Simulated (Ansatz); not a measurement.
For rock-salt TiC, LDA in Ansatz (PAW) gives:

```
Quantity                                 Value
------------------------------  --------------
equilibrium lattice constant a         4.261 Å
formation enthalpy              -0.946 eV/atom
```

Task: What does r²SCAN+rVV10 in Ansatz (PAW) give for the same quantities?

Result: 
- lattice constant a: 4.321 Å (grows by 1.4 %)
- formation enthalpy: -1.022 eV/atom (moves by -0.076 eV/atom)

For comparison: lattice constant a 4.33 Å (measured, temperature not stated, no zero-point or thermal correction; as tabulated in Zhang et al. (2018), doi:10.1088/1367-2630/aac7f0); formation enthalpy -0.956 ± 0.02 eV/atom (measured, 298 K, copied from a table, unchecked, no zero-point or thermal correction; as tabulated in Wang et al. (2021), doi:10.1038/s41598-021-94550-5).

Changes are worked out from the printed values.

Unless a cell is named, each level is at its own relaxed cell (LDA 9.67, r²SCAN+rVV10 10.08 Å³/atom).

Ansatz's density-functional and Hartree–Fock values are scalar-relativistic unless marked +SOC, with PAW data made under PBE.

Ansatz is a program for electronic structure.
